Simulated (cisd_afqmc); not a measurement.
Input (AFQMC/CISD/cc-pV(D+d)Z; cisd_afqmc is a phaseless AFQMC code with CISD trial states that reads the integrals written by Ansatz): A basis named .json is the Basis Set Exchange file of that set.

Ansatz 0.2 input:
```python
import cisd_afqmc

open("ham.yaml", "w").write("""\
crystal:
  periodic: [false, false, false]
  atoms:
    - {symbol: O, position_ang: [0.02204159, 1.10436371, -0.00118827]}
    - {symbol: H, position_ang: [-0.92327012, 1.31460394, 0.01604549]}
    - {symbol: Cl, position_ang: [0.04393750, -0.59703021, -0.00038467]}
basis:
  gaussian:
    orbitals: cc-pV_D+d_Z.json
magnetization: {spin_polarized: false}
correlation: {method: ccsd, electrons: outside_noble_gas, hamiltonian_folder: ham}
""")
rep = cisd_afqmc.ansatz("ham.yaml")
e_ccsd = rep["correlation"]["coupled_cluster"]["energy"]["hartree"]
out = cisd_afqmc.run("ham", e_ccsd, trial="CISD", walkers=2000, populations=1, threads=12, dt=0.005, steps=40, early=24, settle=10, least=100,
    cut=5e-5, rank_cut=2e-4, target=0.0004, seconds=1000, seed=4, memory=62639, gpu=True)
```

Output:

```
orbitals 36, occupied [7], factors 207 of 412, rank of the doubles 111 of 203
E(HF) = -534.875424
E(CCSD) on the cut factors = -535.227882, shift to the whole factors -0.000008
Energy of the trial state on the determinant = -535.227845
  tau behind 7.2 of longer steps, mean of the populations' last blocks
   2.0  -535.23762
   4.0  -535.23882
   6.0  -535.23653
   8.0  -535.23764
  10.0  -535.23700
  12.0  -535.23708
  14.0  -535.23786
  16.0  -535.23772
  18.0  -535.23737
  20.0  -535.23720
  22.0  -535.23739
blocks 100 (0 outliers left out), error by blocks joined: 1: 0.00013, 2: 0.00016, 4: 0.00021, 8: 0.00023
E(AFQMC/CISD) = -535.23746 +/- 0.00023
```
